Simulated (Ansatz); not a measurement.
The input, for Ansatz 0.2.0:

```yaml
crystal:
  periodic: [false, false, false]
  atoms:
    - {symbol: C, position_ang: [0.000000, 0.000000, -1.552467]}
    - {symbol: O, position_ang: [0.000000, 0.000000, -0.404767]}
    - {symbol: S, position_ang: [0.000000, 0.000000, 1.957233]}
basis:
  gaussian: {orbitals: cc-pVDZ}
magnetization: {spin_polarized: true, initial_magnetization: 0}
correlation: {method: ccsdt_q, electrons: outside_noble_gas}
```

```sh
$ ansatz run in.yaml --threads 1 --pin off --events-out ev --progress --plain --max-ram 2393MiB
```

Question: Roughly how long does this take on 1 thread of Arm Neoverse V1, shared host, and how much host memory?

Answer: 92 s wall and 0.7 GiB.

```
816 factors; integrals over basis functions are off by at most 1.6e-7 eV
mean field evaluation 1: about -13880.3766 eV, gradient 1.5e1 eV
mean field evaluation 2: about -13880.3813 eV, gradient 1.5e1 eV
mean field evaluation 4: about -13882.2592 eV, gradient 3.1e0 eV
mean field evaluation 8: about -13882.3270 eV, gradient 2.4e-4 eV
mean field evaluation 16: about -13883.3103 eV, gradient 1.3e0 eV
mean field evaluation 32: about -13882.3203 eV, gradient 1.3e-1 eV
mean field evaluation 64: about -13882.6039 eV, gradient 2.7e-2 eV
mean field evaluation 96: about -13882.6316 eV, gradient 7.9e0 eV
mean field evaluation 128: about -13883.3989 eV, gradient 7.9e-2 eV
mean field evaluation 160: about -13883.2961 eV, gradient 2.0e-1 eV
...
cycle  26  -11.71332076 eV  change   -1.9e-5 eV  update   1.4e-5
cycle  27  -11.71331901 eV  change    1.8e-6 eV  update   1.0e-5
cycle  28  -11.71333491 eV  change   -1.6e-5 eV  update   9.7e-6
cycle  29  -11.71332901 eV  change    5.9e-6 eV  update   2.6e-6
cycle  30  -11.71332861 eV  change    4.0e-7 eV  update   2.0e-6
cycle  31  -11.71333104 eV  change   -2.4e-6 eV  update   1.6e-6
cycle  32  -11.71333129 eV  change   -2.6e-7 eV  update   1.3e-6
cycle  33  -11.71333089 eV  change    4.1e-7 eV  update   8.0e-7
cycle  34  -11.71333134 eV  change   -4.5e-7 eV  update   5.7e-7
cycle  35  -11.71333110 eV  change    2.4e-7 eV  update   2.0e-7
perturbative correction -0.10696212 eV, -0.0039307856 hartree
WARN: the results are in doubt because among natural orbitals full CI differs from the method by +1.000 eV
Total energy: -13895.22273072 eV, -510.6400168337 hartree
In doubt: among natural orbitals full CI differs from the method by +1.000 eV
```
